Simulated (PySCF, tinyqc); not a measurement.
FCI on RHF in the sto-3g basis, frozen core, for LiH, spin multiplicity 1, step by step. The lowest restricted solution is unstable here: a spin-polarised one lies 0.0041 hartree lower (PySCF). Computed by tinyqc, a small Python program that keeps every step (integrals from PySCF). Settings: charge = 0, multiplicity = 1, basis = sto-3g, method = RHF, frozen orbitals = 1, energy threshold = 1e-10, iteration cap = 89, orthogonalisation = symmetric, start = Wolfsberg-Helmholz matrix, DIIS depth = 6, ci = FCI, davidson = 1. Command: `OMP_NUM_THREADS=1 python tinyqc.py 20001 20002 out.jsonl` (the two numbers bound the seeds that draw the settings). One thread of a shared host (Intel(R) Xeon(R) Processor @ 2.60GHz), about 0.2 s of CPU time with the checks. The early iterations of the SCF are left out here.

## One-electron integrals

Geometry (angstrom):
```
atom         x         y         z
Li    0.000000  0.000000  0.000000
H     0.000000  0.000000  2.183000
```

Basis sto-3g: exponents (1/bohr^2) and contraction coefficients of normalised primitives:
```
element  l (shell)   exponent  coefficient
Li           s (1)  16.119575     0.154329
Li           s (1)   2.936201     0.535328
Li           s (1)   0.794651     0.444635
Li           s (2)   0.636290    -0.099967
Li           s (2)   0.147860     0.399513
Li           s (2)   0.048089     0.700115
Li           p (3)   0.636290     0.155916
Li           p (3)   0.147860     0.607684
Li           p (3)   0.048089     0.391957
H            s (1)   3.425251     0.154329
H            s (1)   0.623914     0.535328
H            s (1)   0.168855     0.444635
```

Overlap, kinetic and nuclear-attraction integrals over the contracted functions; the nuclear repulsion is the sum of Za Zb / Rab.

nuclear repulsion = 0.72722475 hartree

overlap S:
```
           1Li 1s    1Li 2s   1Li 2px   1Li 2py   1Li 2pz     2H 1s
1Li 1s   1.000000  0.241137  0.000000  0.000000  0.000000  0.018066
1Li 2s   0.241137  1.000000  0.000000  0.000000  0.000000  0.258586
1Li 2px  0.000000  0.000000  1.000000  0.000000  0.000000  0.000000
1Li 2py  0.000000  0.000000  0.000000  1.000000  0.000000  0.000000
1Li 2pz  0.000000  0.000000  0.000000  0.000000  1.000000  0.375005
2H 1s    0.018066  0.258586  0.000000  0.000000  0.375005  1.000000
```

kinetic energy T (hartree):
```
            1Li 1s     1Li 2s   1Li 2px   1Li 2py   1Li 2pz      2H 1s
1Li 1s    3.576786  -0.020237  0.000000  0.000000  0.000000  -0.007152
1Li 2s   -0.020237   0.102163  0.000000  0.000000  0.000000   0.012317
1Li 2px   0.000000   0.000000  0.319682  0.000000  0.000000   0.000000
1Li 2py   0.000000   0.000000  0.000000  0.319682  0.000000   0.000000
1Li 2pz   0.000000   0.000000  0.000000  0.000000  0.319682   0.052538
2H 1s    -0.007152   0.012317  0.000000  0.000000  0.052538   0.760032
```

nuclear attraction V (hartree):
```
            1Li 1s     1Li 2s    1Li 2px    1Li 2py    1Li 2pz      2H 1s
1Li 1s   -8.225290  -1.022797   0.000000   0.000000  -0.008652  -0.073288
1Li 2s   -1.022797  -1.439845   0.000000   0.000000  -0.088768  -0.406571
1Li 2px   0.000000   0.000000  -1.407806   0.000000   0.000000   0.000000
1Li 2py   0.000000   0.000000   0.000000  -1.407806   0.000000   0.000000
1Li 2pz  -0.008652  -0.088768   0.000000   0.000000  -1.475020  -0.595937
2H 1s    -0.073288  -0.406571   0.000000   0.000000  -0.595937  -1.953738
```

core Hamiltonian H = T + V (hartree):
```
            1Li 1s     1Li 2s    1Li 2px    1Li 2py    1Li 2pz      2H 1s
1Li 1s   -4.648503  -1.043034   0.000000   0.000000  -0.008652  -0.080439
1Li 2s   -1.043034  -1.337681   0.000000   0.000000  -0.088768  -0.394254
1Li 2px   0.000000   0.000000  -1.088125   0.000000   0.000000   0.000000
1Li 2py   0.000000   0.000000   0.000000  -1.088125   0.000000   0.000000
1Li 2pz  -0.008652  -0.088768   0.000000   0.000000  -1.155339  -0.543400
2H 1s    -0.080439  -0.394254   0.000000   0.000000  -0.543400  -1.193706
```

## Two-electron integrals

Functions are numbered as in S; the eight-fold symmetry (ij|kl) = (ji|kl) = (kl|ij) leaves the list below.

Two-electron integrals (ij|kl) in chemists' order, unique and non-zero (hartree):
```
(11|11) 1.680395   (21|11) 0.265420   (21|21) 0.049941   (22|11) 0.397727
(22|21) 0.092860   (22|22) 0.290562   (31|31) 0.008981   (32|31) 0.013788
(32|32) 0.064184   (33|11) 0.396640   (33|21) 0.092880   (33|22) 0.290497
(33|33) 0.312946   (41|41) 0.008981   (42|41) 0.013788   (42|42) 0.064184
(43|43) 0.016869   (44|11) 0.396640   (44|21) 0.092880   (44|22) 0.290497
(44|33) 0.279207   (44|44) 0.312946   (51|51) 0.008981   (52|51) 0.013788
(52|52) 0.064184   (53|53) 0.016869   (54|54) 0.016869   (55|11) 0.396640
(55|21) 0.092880   (55|22) 0.290497   (55|33) 0.279207   (55|44) 0.279207
(55|55) 0.312946   (61|11) 0.018868   (61|21) 0.003593   (61|22) 0.006891
(61|33) 0.006806   (61|44) 0.006806   (61|51) 0.000474   (61|52) 0.000926
(61|55) 0.007065   (61|61) 0.000288   (62|11) 0.078068   (62|21) 0.018609
(62|22) 0.066296   (62|33) 0.062421   (62|44) 0.062421   (62|51) 0.002858
(62|52) 0.020930   (62|55) 0.073987   (62|61) 0.001637   (62|62) 0.030351
(63|31) 0.001083   (63|32) 0.005939   (63|53) 0.002776   (63|63) 0.001574
(64|41) 0.001083   (64|42) 0.005939   (64|54) 0.002776   (64|64) 0.001574
(65|11) 0.107498   (65|21) 0.025776   (65|22) 0.094215   (65|33) 0.087744
(65|44) 0.087744   (65|51) 0.004390   (65|52) 0.032342   (65|55) 0.107071
(65|61) 0.002314   (65|62) 0.046172   (65|65) 0.070651   (66|11) 0.242349
(66|21) 0.058412   (66|22) 0.229308   (66|33) 0.210172   (66|44) 0.210172
(66|51) 0.008594   (66|52) 0.082683   (66|55) 0.267462   (66|61) 0.005176
(66|62) 0.138587   (66|65) 0.216357   (66|66) 0.774606
```

## Orthogonalisation

S = U s U^T; symmetric (Loewdin) form X = U s^(-1/2) U^T, so that X^T S X = 1.

eigenvalues of S: 0.525816  0.805712  1.000000  1.000000  1.182724  1.485748

X:
```
            1Li 1s     1Li 2s   1Li 2px   1Li 2py    1Li 2pz      2H 1s
1Li 1s    1.023428  -0.129483  0.000000  0.000000  -0.006057   0.018100
1Li 2s   -0.129483   1.054336  0.000000  0.000000   0.044401  -0.153469
1Li 2px   0.000000   0.000000  1.000000  0.000000   0.000000   0.000000
1Li 2py   0.000000   0.000000  0.000000  1.000000   0.000000   0.000000
1Li 2pz  -0.006057   0.044401  0.000000  0.000000   1.062476  -0.216915
2H 1s     0.018100  -0.153469  0.000000  0.000000  -0.216915   1.092801
```

## Iteration 8 (converged): orbitals

converged F (hartree):
```
            1Li 1s     1Li 2s   1Li 2px   1Li 2py    1Li 2pz      2H 1s
1Li 1s   -2.364838  -0.642829  0.000000  0.000000   0.013994  -0.049956
1Li 2s   -0.642829  -0.208707  0.000000  0.000000  -0.061972  -0.194490
1Li 2px   0.000000   0.000000  0.160241  0.000000   0.000000   0.000000
1Li 2py   0.000000   0.000000  0.000000  0.160241   0.000000   0.000000
1Li 2pz   0.013994  -0.061972  0.000000  0.000000   0.058333  -0.191058
2H 1s    -0.049956  -0.194490  0.000000  0.000000  -0.191058  -0.077683
```

Diagonalise F' = X^T F X, C = X C', fill 2 alpha and 2 beta electrons from the bottom; D = 2 C_occ C_occ^T. Each column has its largest component positive (the first on a tie).

F' = X^T F X (hartree):
```
           1          2         3         4          5          6
1  -2.311261  -0.360887  0.000000  0.000000   0.011384   0.022340
2  -0.360887  -0.040256  0.000000  0.000000   0.002218  -0.195354
3   0.000000   0.000000  0.160241  0.000000   0.000000   0.000000
4   0.000000   0.000000  0.000000  0.160241   0.000000   0.000000
5   0.011384   0.002218  0.000000  0.000000   0.147695  -0.229680
6   0.022340  -0.195354  0.000000  0.000000  -0.229680   0.057459
```

orbital energies (hartree): MO1 -2.367303, MO2 -0.234457, MO3 0.070451, MO4 0.160241, MO5 0.160241, MO6 0.384946

coefficients C:
```
               MO1        MO2        MO3       MO4        MO5        MO6
1Li 1s    0.991490  -0.148935  -0.215553  0.000000   0.000000   0.113297
1Li 2s    0.033250   0.502226   0.799300  0.000000   0.000000  -0.511564
1Li 2px   0.000000   0.000000   0.000000  0.098487   0.995138   0.000000
1Li 2py   0.000000   0.000000   0.000000  0.995138  -0.098487   0.000000
1Li 2pz  -0.004408   0.324336  -0.588748  0.000000   0.000000  -0.852102
2H 1s    -0.001612   0.598763  -0.208830  0.000000   0.000000   0.928987
```

D after iteration 8:
```
            1Li 1s     1Li 2s   1Li 2px   1Li 2py    1Li 2pz      2H 1s
1Li 1s    2.010470  -0.083664  0.000000  0.000000  -0.105350  -0.181550
1Li 2s   -0.083664   0.506672  0.000000  0.000000   0.325486   0.601321
1Li 2px   0.000000   0.000000  0.000000  0.000000   0.000000   0.000000
1Li 2py   0.000000   0.000000  0.000000  0.000000   0.000000   0.000000
1Li 2pz  -0.105350   0.325486  0.000000  0.000000   0.210426   0.388415
2H 1s    -0.181550   0.601321  0.000000  0.000000   0.388415   0.717039
```

Within a degenerate level the vectors are fixed only up to a rotation; this is one choice.

## Convergence

Stop when the energy changes by less than 1e-10 hartree and every element of the error matrix X^T (F D S - S D F) X is below 3e-06.

Course of the cycle:
```
iteration  E (hartree)     change  largest element of the error matrix
1          -7.79381562          -                             4.17e-02
2          -7.80422671  -1.04e-02                             2.57e-02
3          -7.80923722  -5.01e-03                             1.08e-02
4          -7.81001955  -7.82e-04                             1.57e-03
5          -7.81003104  -1.15e-05                             1.05e-04
6          -7.81003106  -1.46e-08                             4.89e-05
7          -7.81003106  -4.43e-09                             3.19e-06
8          -7.81003106  -1.49e-11                             3.09e-07
```

PySCF RHF in the same basis = -7.81003106 hartree

Converged in 8 iterations.

## Integrals over molecular orbitals

(pq|rs) = sum C_ip C_jq C_kr C_ls (ij|kl), one index at a time.

one-electron integrals over orbitals h = C^T H C (hartree):
```
           1          2          3          4          5          6
1  -4.639610   0.095549   0.161342   0.000000   0.000000  -0.052339
2   0.095549  -1.295887   0.012729   0.000000   0.000000   0.045915
3   0.161342   0.012729  -1.091612   0.000000   0.000000   0.019365
4   0.000000   0.000000   0.000000  -1.088125   0.000000   0.000000
5   0.000000   0.000000   0.000000   0.000000  -1.088125   0.000000
6  -0.052339   0.045915   0.019365   0.000000   0.000000  -1.015509
```

Two-electron integrals over orbitals (pq|rs), unique and non-zero (hartree); the lowest 1 orbital is frozen and left out:
```
(22|22) 0.448433    (32|22) -0.060626   (32|32) 0.022490    (33|22) 0.212765
(33|32) 0.015026    (33|33) 0.327451    (42|42) 0.021121    (43|42) 0.020449
(43|43) 0.041385    (44|22) 0.243304    (44|32) 0.014427    (44|33) 0.279313
(44|44) 0.312946    (52|52) 0.021121    (53|52) 0.020449    (53|53) 0.041385
(54|54) 0.016869    (55|22) 0.243304    (55|32) 0.014427    (55|33) 0.279313
(55|44) 0.279207    (55|55) 0.312946    (62|22) 0.107175    (62|32) -0.045579
(62|33) -0.018426   (62|44) -0.038030   (62|55) -0.038030   (62|62) 0.131043
(63|22) -0.058801   (63|32) 0.018451    (63|33) 0.036802    (63|44) 0.008599
(63|55) 0.008599    (63|62) -0.040119   (63|63) 0.031999    (64|42) -0.018298
(64|43) -0.011760   (64|64) 0.019109    (65|52) -0.018298   (65|53) -0.011760
(65|65) 0.019109    (66|22) 0.419885    (66|32) -0.049611   (66|33) 0.238728
(66|44) 0.257644    (66|55) 0.257644    (66|62) 0.095554    (66|63) -0.046726
(66|66) 0.415087
```

## FCI: determinants and Hamiltonian

one-electron integrals dressed by the frozen orbital, h + 2 (pq|11) - (p1|1q) (hartree):
```
           2          3          4          5          6
2  -0.682890   0.060626   0.000000   0.000000  -0.107175
3   0.060626  -0.332590   0.000000   0.000000   0.072023
4   0.000000   0.000000  -0.305246   0.000000   0.000000
5   0.000000   0.000000   0.000000  -0.305246   0.000000
6  -0.107175   0.072023   0.000000   0.000000  -0.323780
```

energy of the frozen orbital, 2 h_11 + (11|11) = -7.61990888 hartree

Hartree-Fock energy = -7.81003106 hartree

Slater-Condon rules over spin orbitals, with the nuclear repulsion and the energy of the frozen orbital added and E(HF) subtracted on the diagonal. Only determinants linked to the reference directly or through others are kept (one block of an abelian symmetry group), so some states are absent.

Occupation strings over the orbitals (2 doubly, a alpha, b beta, 0 empty; spin orbitals ordered 1a 1b 2a 2b ...): 220000 2ab000 2a000b 2ba000 2b000a 202000 20a00b 200200 200020 20b00a 200002

H - E(HF) between determinants (hartree):
```
           220000     2ab000     2a000b     2ba000     2b000a     202000     20a00b     200200
220000   0.000000   0.000000   0.000000   0.000000   0.000000   0.022490  -0.045579   0.021121
2ab000   0.000000   0.114632   0.013222  -0.022490   0.045579   0.075651   0.018451   0.020449
2a000b   0.000000   0.013222   0.330561   0.045579  -0.131043   0.018451   0.011015  -0.018298
2ba000   0.000000  -0.022490   0.045579   0.114632   0.013222  -0.075651   0.125600  -0.020449
2b000a   0.000000   0.045579  -0.131043   0.013222   0.330561  -0.018451   0.040119   0.018298
202000   0.022490   0.075651   0.018451  -0.075651  -0.018451   0.579618   0.108825   0.041385
20a00b  -0.045579   0.018451   0.011015   0.125600   0.040119   0.108825   0.499705  -0.011760
200200   0.021121   0.020449  -0.018298  -0.020449   0.018298   0.041385  -0.011760   0.619800
200020   0.021121   0.020449  -0.018298  -0.020449   0.018298   0.041385  -0.011760   0.016869
20b00a   0.045579   0.125600   0.040119   0.018451   0.011015  -0.108825  -0.031999   0.011760
200002   0.131043  -0.040119  -0.011621   0.040119   0.011621   0.031999   0.025297   0.019109

           200020     20b00a     200002
220000   0.021121   0.045579   0.131043
2ab000   0.020449   0.125600  -0.040119
2a000b  -0.018298   0.040119  -0.011621
2ba000  -0.020449   0.018451   0.040119
2b000a   0.018298   0.011015   0.011621
202000   0.041385  -0.108825   0.031999
20a00b  -0.011760  -0.031999   0.025297
200200   0.016869   0.011760   0.019109
200020   0.619800   0.011760   0.019109
20b00a   0.011760   0.499705  -0.025297
200002   0.019109  -0.025297   0.684874
```

## FCI: roots

Diagonalise (each vector has its largest component positive (the first on a tie)); all determinants have Ms = 0, so triplets appear too. The lowest singlet root is the correlation energy.

lowest roots of this matrix, relative to E(HF) (hartree): -0.036702  0.033425  0.060757  0.195520  0.420705  0.488851  0.530422  0.602930

lowest vectors:
```
           root 1     root 2     root 3     root 4
220000   0.962639   0.000000  -0.146987   0.000000
2ab000   0.073442   0.656851   0.635075   0.118575
2a000b   0.009032  -0.171687   0.079833   0.671035
2ba000  -0.073442   0.656851  -0.635075   0.118575
2b000a  -0.009032  -0.171687  -0.079833   0.671035
202000  -0.082417   0.000000  -0.269816   0.000000
20a00b   0.113987  -0.197663   0.190833  -0.188818
200200  -0.020304   0.000000  -0.011253   0.000000
200020  -0.020304   0.000000  -0.011253   0.000000
20b00a  -0.113987  -0.197663  -0.190833  -0.188818
200002  -0.169627   0.000000   0.114536   0.000000
```

<S^2> of these roots: 0.000000  2.000000  0.000000  2.000000  0.000000  0.000000  2.000000  0.000000

weight of the ground state by excitation level 0, 1, 2, ...: 0.926673  0.010950  0.062376

## The lowest root by the Davidson method

Start from the reference; add the residual divided by (theta - H_ii), orthogonalised, at each step.

Davidson iterations:
```
iteration  subspace  lowest Ritz value (hartree)  residual norm
1                 1                            0       1.51e-01
2                 2                  -0.03497000       1.81e-02
3                 3                  -0.03617643       1.53e-02
4                 4                  -0.03666428       4.04e-03
5                 5                  -0.03670175       9.93e-05
6                 6                  -0.03670177       3.55e-06
7                 7                  -0.03670177       1.56e-16
```
